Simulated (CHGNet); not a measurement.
## hcp Sc

Computed with the machine-learned potential CHGNet-r²SCAN (trained on r²SCAN data).

Cell: relaxed at this level.

For hcp Sc, the equilibrium lattice constant a comes out as 3.313 Å, the c axis length comes out as 5.306 Å and the equilibrium volume per atom is 25.21 Å³/atom.

Measured, for comparison: lattice constant a 3.309 Å, lattice parameter c 5.268 Å (293 K, not corrected to a static lattice; as tabulated in Wikipedia's data pages). Computed (rounded) less measured: lattice constant a +0.1 %, lattice parameter c +0.7 %.

A machine-learned potential is trained on density-functional data: it inherits that level's misses and adds fitting errors of its own.
